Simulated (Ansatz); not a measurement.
B3H⁻. The state is a doublet with charge -1. Geometry relaxed at PBE-D4/def2-TZVPD.

Cartesian coordinates in Å:
```
B 1.2419 0.0449 0.1319
B 0.4433 0.5878 -1.0497
B -0.3045 -0.1529 0.2398
H -1.3807 -0.4798 0.6779
```

The structure comes from a short search, and lower isomers may exist.

(1) Estimate the harmonic wavenumbers at UKS PBE-D4/def2-TZVPD (Ansatz, unscaled). Is this a minimum?

Answers

(1) 324, 629, 702, 1028, 1209, 2520 cm⁻¹. Yes, no mode is imaginary beyond noise. Zero-point energy 38.3 kJ/mol. It took 9.5 s on 4 threads of Arm Neoverse V2 on a shared host.
